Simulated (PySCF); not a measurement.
Constitutional and geometric isomers with formula C3H3N. All species are isolated molecules in the gas phase. Strings in code marks are SMILES.

These are B3LYP-D3(BJ)/def2-TZVP (PySCF) values and carry that method's errors. B3LYP has the VWN-RPA correlation part, as in Gaussian. 

| species | HOMO (eV) | LUMO (eV) | dipole moment (D) |
|---|---|---|---|
| `C=CC#N` | -8.23 | -1.94 | 4.01 |
| `[H]/N=C\C#C` | -7.92 | -1.81 | 2.27 |
| `C#CN=C` | -6.96 | -1.96 | [?] |
| `C=C=C=N` | -6.53 | -2.35 | [?] |
| `c1cc1=N` | [?] | -1.14 | 3.52 |

What belongs in the gaps?


- `C#CN=C`, dipole moment (D): 1.78
- `C=C=C=N`, dipole moment (D): 1.95
- `c1cc1=N`, HOMO (eV): -6.77
